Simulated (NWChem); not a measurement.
All runs are NWChem calculations. System: CS, charge 0, spin multiplicity 1, at a geometry optimised with PBE/def2-SVP. The structure started from a generated list of species. Level: MP2/def2-TZVP, 6 core orbitals frozen.

The NWChem input:

```
start mol
memory heap 200 mb stack 900 mb global 1100 mb
geometry units angstroms nocenter noautoz
  C      0.000000     0.000000     1.129551
  S      0.000000     0.000000    -0.423582
  symmetry group C2v
end
basis spherical
  * library def2-tzvp
end
scf
  rhf
  nopen 0
  maxiter 100
  thresh 1e-7
  semidirect memsize 60000000 filesize 0
end
mp2
  freeze core 6
end
task mp2 energy
```

NWChem printed:

```
             Northwest Computational Chemistry Package (NWChem) 7.3.0
             --------------------------------------------------------

                                NWChem Input Module
                                -------------------

 Scaling coordinates for geometry "geometry" by  1.889725989
 (inverse scale =  0.529177249)

 Turning off AUTOSYM since
 SYMMETRY directive was detected!

                             Geometry "geometry" -> ""
                             -------------------------

 Output coordinates in angstroms (scale by  1.889725989 to convert to a.u.)

  No.       Tag          Charge          X              Y              Z
 ---- ---------------- ---------- -------------- -------------- --------------
    1 C                    6.0000     0.00000000     0.00000000     1.12955100
    2 S                   16.0000     0.00000000     0.00000000    -0.42358200

 Effective nuclear repulsion energy (a.u.)      32.7087351205

            Nuclear Dipole moment (a.u.)
            ----------------------------
        X                 Y               Z
 ---------------- ---------------- ----------------
     0.0000000000     0.0000000000    -0.0000113384

      Symmetry information
      --------------------

 Group name             C2v
 Group number             16
 Group order               4
 No. of unique centers     2

      Symmetry unique atoms

     1    2


 Summary of "ao basis" -> "" (spherical)
 ------------------------------------------------------------------------------
       Tag                 Description            Shells   Functions and Types
 ---------------- ------------------------------  ------  ---------------------
 *                         def2-tzvp                  on all atoms

 Summary of "ao basis" -> "ao basis" (spherical)
 ------------------------------------------------------------------------------
       Tag                 Description            Shells   Functions and Types
 ---------------- ------------------------------  ------  ---------------------
 C                         def2-tzvp                11       31   5s3p2d1f
 S                         def2-tzvp                13       37   5s5p2d1f

                                 NWChem SCF Module
                                 -----------------

  ao basis        = "ao basis"
  functions       =    68
  atoms           =     2
  closed shells   =    11
  open shells     =     0
  charge          =   0.00
  wavefunction    = RHF
  use symmetry    = T
  symmetry adapt  = T

 Summary of "ao basis" -> "ao basis" (spherical)
 ------------------------------------------------------------------------------
       Tag                 Description            Shells   Functions and Types
 ---------------- ------------------------------  ------  ---------------------
 C                         def2-tzvp                11       31   5s3p2d1f
 S                         def2-tzvp                13       37   5s5p2d1f

      Symmetry analysis of basis
      --------------------------

        a1         30
        a2          6
        b1         16
        b2         16

 Forming initial guess at       0.1s

      Superposition of Atomic Density Guess
      -------------------------------------

 Sum of atomic energies:        -435.15082954

      Non-variational initial energy
      ------------------------------

 Total energy =    -435.430479
 1-e energy   =    -664.669378
 2-e energy   =     196.530164
 HOMO         =      -0.304959
 LUMO         =      -0.037533

      Symmetry analysis of molecular orbitals - initial
      -------------------------------------------------

 !! scf_movecs_sym_adapt:   44 vectors were symmetry contaminated

  Symmetry fudging

 !! scf_movecs_sym_adapt:   34 vectors were symmetry contaminated

  Numbering of irreducible representations:

     1 a1          2 a2          3 b1          4 b2

  Orbital symmetries:

     1 a1          2 a1          3 a1          4 a1          5 b2
     6 b1          7 a1          8 a1          9 b2         10 b1
    11 a1         12 b2         13 b1         14 a1         15 a1
    16 a1         17 b2         18 b1         19 b2         20 b1
    21 a1

 Starting SCF solution at       0.6s

 ----------------------------------------------
         Quadratically convergent ROHF

 Convergence threshold     :          1.000E-07
 Maximum no. of iterations :          100
 Final Fock-matrix accuracy:          1.000E-09
 ----------------------------------------------

              iter       energy          gnorm     gmax       time
             ----- ------------------- --------- --------- --------
                 1     -435.3298142850  4.23D-01  1.63D-01      0.6
                 2     -435.3437844272  1.79D-01  6.75D-02      0.7
                 3     -435.3479439942  8.11D-03  3.14D-03      0.7
                 4     -435.3479553346  3.42D-05  1.32D-05      0.8
                 5     -435.3479553347  2.52D-09  5.93D-10      0.8

       Final RHF  results
       ------------------

         Total SCF energy =   -435.347955334720
      One-electron energy =   -664.897156302942
      Two-electron energy =    196.840465847681
 Nuclear repulsion energy =     32.708735120541

        Time for solution =      0.2s

       Symmetry analysis of molecular orbitals - final
       -----------------------------------------------

  Numbering of irreducible representations:

     1 a1          2 a2          3 b1          4 b2

  Orbital symmetries:

     1 a1          2 a1          3 a1          4 a1          5 b1
     6 b2          7 a1          8 a1          9 a1         10 b2
    11 b1         12 b1         13 b2         14 a1         15 a1
    16 a1         17 b2         18 b1         19 b2         20 b1
    21 a1

             Final eigenvalues
             -----------------

              1
    1  -92.0000
    2  -11.3608
    3   -9.0077
    4   -6.6880
    5   -6.6871
    6   -6.6871
    7   -1.0939
    8   -0.6939
    9   -0.4715
   10   -0.4591
   11   -0.4591
   12    0.0544
   13    0.0544
   14    0.2057
   15    0.2248
   16    0.3251
   17    0.3383
   18    0.3383
   19    0.4542
   20    0.4542
   21    0.4758

                       ROHF Final Molecular Orbital Analysis
                       -------------------------------------

 Vector    9  Occ=2.000000D+00  E=-4.714755D-01  Symmetry=a1
              MO Center= -4.4D-16,  9.3D-16,  9.8D-01, r^2= 1.8D+00
   Bfn.  Coefficient  Atom+Function         Bfn.  Coefficient  Atom+Function
  ----- ------------  ---------------      ----- ------------  ---------------
     8      0.348776  1 C  pz                48     -0.308705  2 S  pz
     5      0.305651  1 C  s                  4      0.283333  1 C  s
    11      0.276388  1 C  pz                 3      0.172830  1 C  s
    51     -0.171235  2 S  pz                45     -0.150304  2 S  pz

 Vector   10  Occ=2.000000D+00  E=-4.591203D-01  Symmetry=b2
              MO Center=  2.7D-32, -2.0D-16,  2.7D-02, r^2= 1.6D+00
   Bfn.  Coefficient  Atom+Function         Bfn.  Coefficient  Atom+Function
  ----- ------------  ---------------      ----- ------------  ---------------
    47      0.450531  2 S  py                50      0.263620  2 S  py
    44      0.199865  2 S  py                 7      0.189854  1 C  py
    10      0.187528  1 C  py                38     -0.161701  2 S  py

 Vector   11  Occ=2.000000D+00  E=-4.591203D-01  Symmetry=b1
              MO Center=  1.5D-16,  4.9D-32,  2.7D-02, r^2= 1.6D+00
   Bfn.  Coefficient  Atom+Function         Bfn.  Coefficient  Atom+Function
  ----- ------------  ---------------      ----- ------------  ---------------
    46      0.450531  2 S  px                49      0.263620  2 S  px
    43      0.199865  2 S  px                 6      0.189854  1 C  px
     9      0.187528  1 C  px                37     -0.161701  2 S  px

 Vector   12  Occ=0.000000D+00  E= 5.442441D-02  Symmetry=b1
              MO Center=  5.8D-16, -1.1D-31,  5.0D-01, r^2= 2.7D+00
   Bfn.  Coefficient  Atom+Function         Bfn.  Coefficient  Atom+Function
  ----- ------------  ---------------      ----- ------------  ---------------
    12      0.603040  1 C  px                49     -0.576428  2 S  px
     6      0.313792  1 C  px                 9      0.292556  1 C  px
    46     -0.231614  2 S  px

 Vector   13  Occ=0.000000D+00  E= 5.442441D-02  Symmetry=b2
              MO Center= -1.8D-31, -4.5D-16,  5.0D-01, r^2= 2.7D+00
   Bfn.  Coefficient  Atom+Function         Bfn.  Coefficient  Atom+Function
  ----- ------------  ---------------      ----- ------------  ---------------
    13      0.603040  1 C  py                50     -0.576428  2 S  py
     7      0.313792  1 C  py                10      0.292556  1 C  py
    47     -0.231614  2 S  py

 Vector   14  Occ=0.000000D+00  E= 2.057347D-01  Symmetry=a1
              MO Center=  2.8D-18, -9.5D-18, -9.9D-01, r^2= 5.2D+00
   Bfn.  Coefficient  Atom+Function         Bfn.  Coefficient  Atom+Function
  ----- ------------  ---------------      ----- ------------  ---------------
    36      4.008269  2 S  s                  5     -2.891740  1 C  s
    51      2.470990  2 S  pz                14      1.872634  1 C  pz
     4     -1.390379  1 C  s                 11      0.960314  1 C  pz
    48      0.578796  2 S  pz                59      0.465928  2 S  d  0
    22     -0.375323  1 C  d  0              34     -0.193037  2 S  s

 center of mass
 --------------
 x =   0.00000000 y =   0.00000000 z =   0.00050791

 moments of inertia (a.u.)
 ------------------
          75.160568596555           0.000000000000           0.000000000000
           0.000000000000          75.160568596555           0.000000000000
           0.000000000000           0.000000000000           0.000000000000

  Mulliken analysis of the total density
  --------------------------------------

    Atom       Charge   Shell Charges
 -----------   ------   -------------------------------------------------------
    1 C    6     6.06   0.86  1.11  0.64  0.89  0.33  0.87  0.98  0.29  0.02  0.08  0.00
    2 S   16    15.94   2.01  0.49  1.48  1.07  0.76  4.18  1.69  0.88  2.26  1.02  0.04  0.06  0.01

       Multipole analysis of the density wrt the origin
       ------------------------------------------------

     L   x y z        total         open         nuclear
     -   - - -        -----         ----         -------
     0   0 0 0     -0.000000      0.000000     22.000000

     1   1 0 0      0.000000      0.000000      0.000000
     1   0 1 0     -0.000000      0.000000      0.000000
     1   0 0 1     -0.588786      0.000000     -0.000011

     2   2 0 0    -13.870428      0.000000      0.000000
     2   1 1 0     -0.000000      0.000000      0.000000
     2   1 0 1      0.000000      0.000000      0.000000
     2   0 2 0    -13.870428      0.000000      0.000000
     2   0 1 1     -0.000000      0.000000      0.000000
     2   0 0 2    -15.142421      0.000000     37.589238

                   NWChem MP2 Semi-direct Energy/Gradient Module
                   ---------------------------------------------

  Basis functions       =     68
  Molecular orbitals    =     68
  Frozen core           =      6
  Frozen virtuals       =      0
  Active alpha occupied =      5
  Active beta occupied  =      5
  Active alpha virtual  =     57
  Active beta virtual   =     57
  Use MO symmetry       = T
  Use skeleton AO sym   = T

  AO/Fock/Back tols     =   1.0D-09  1.0D-09  1.0D-09

 GA uses MA = F    GA memory limited = T

 Available:
  local mem=  1.26D+08
 global mem=  1.44D+08
 local disk=  0.00D+00
  mp2_memr nvloc                    57
  nvloc new                    57
   1 passes of   5:        4194304                      23677                   2275443.
   1 passes of   5: M    126150524           G      144169952           F     121956220.

 Semi-direct pass number   1 of   1  for RHF alpha+beta  at        0.9s
  vrange nnbf                  2340
  mp2_eaftype                    10  avail_ma_in_mb                  1099
 EAF : mp2_eaftype filesize          10    1137722.
  mp2_eaf for mointskh                     10
Node 0 wrote      5.3 Mb in      0.0 s     Agg I/O rate:  2118.3 Mb/s
 Done moints_semi at        2.2s
  mp2_eaftype                    10  avail_ma_in_mb                  1089
 EAF : mp2_eaftype filesize          10    1137722.
  mp2_eaf for kh                    10
 Done maket at        2.3s
 Done multipass loop at        2.3s

          -------------------------------------------
          SCF energy                -435.347955334720
          Correlation energy          -0.301007867889
          Singlet pairs               -0.189423736057
          Triplet pairs               -0.111584131832
          Total MP2 energy          -435.648963202609
          -------------------------------------------

          ---------------------------------------------------
                    Spin Component Scaled (SCS) MP2
          Same spin pairs                     -0.074389421221
          Same spin scaling factor             0.333333333333
          Opposite spin pairs                 -0.226618446667
          Opposite spin scaling fact.          1.200000000000
          SCS-MP2 correlation energy          -0.296738609741
          Total SCS-MP2 energy              -435.644693944461
          ---------------------------------------------------

 -----------------------
 Performance information
 -----------------------

 Timer overhead =  1.68D-07 seconds/call

               Nr. of calls         CPU time (s)                 Wall time (s)                GFlops
             ---------------    -------------------     ------------------------------   -------------------
Name         Min   Avg   Max    Min     Avg     Max     Min     Avg     Max   Mx/calls   Min     Max     Sum
mp2: moin     1     1     1    1.3     1.3     1.3      1.3     1.3     1.3     1.3      0.0     0.0     0.0
mp2: make     1     1     1   3.36E-2 3.36E-2 3.36E-2  3.36E-2 3.36E-2 3.36E-2 3.36E-2   0.0     0.0     0.0
mp2: tota     1     1     1    1.4     1.4     1.4      1.4     1.4     1.4     1.4      0.0     0.0     0.0

 The average no. of pstat calls per process was 3.00D+00
 with a timing overhead of 5.04D-07s

 Task  times  cpu:        2.2s     wall:        2.2s

 Total times  cpu:        2.3s     wall:        2.3s
```
